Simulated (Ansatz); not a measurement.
Basis sets compared for Na₂O (the lowest singlet isomer of a short search). The state is a singlet with charge 0. Geometry PBE-D4/def2-TZVP. Ansatz on 4 threads of Arm Neoverse V2 on a shared host; times are rough, and most runs start from earlier orbitals.

Cartesian coordinates in Å:
```
Na 1.4261 0.4895 1.2305
Na -1.2394 -0.7466 -1.3015
O -0.1867 0.2571 0.0710
```

The structure comes from a short search, and lower isomers may exist.

| level | functions | energy (Eh) | HOMO (eV) | LUMO (eV) | wall time |
| --- | --- | --- | --- | --- | --- |
| PBE-D4/def2-SVP | 44 | -399.3099 | -2.47 | -1.53 | 0.35 s |
| PBE-D4/def2-TZVP | 95 | -399.5234 | -2.50 | -1.53 | 0.55 s |
| r2SCAN-D4/def2-TZVP | 95 | -399.7270 | -2.38 | -1.06 | 1.2 s |
| PBE0-D4/def2-SVP | 44 | -399.3210 | -3.34 | -0.92 | 0.35 s |
| PBE0-D4/def2-TZVP (with forces) | 95 | -399.5334 | -3.38 | -0.93 | 0.95 s |

Task: Estimate the rows for PBE-D4/def2-TZVPD, r2SCAN-D4/def2-TZVPD, PBE0-D4/def2-TZVPD.

Result: 
| level | functions | energy (Eh) | HOMO (eV) | LUMO (eV) | wall time |
| --- | --- | --- | --- | --- | --- |
| PBE-D4/def2-TZVPD | 110 | -399.5256 | -2.49 | -1.52 | 0.75 s |
| r2SCAN-D4/def2-TZVPD | 110 | -399.7287 | -2.38 | -1.02 | 1.4 s |
| PBE0-D4/def2-TZVPD | 110 | -399.5355 | -3.38 | -0.92 | 0.8 s |
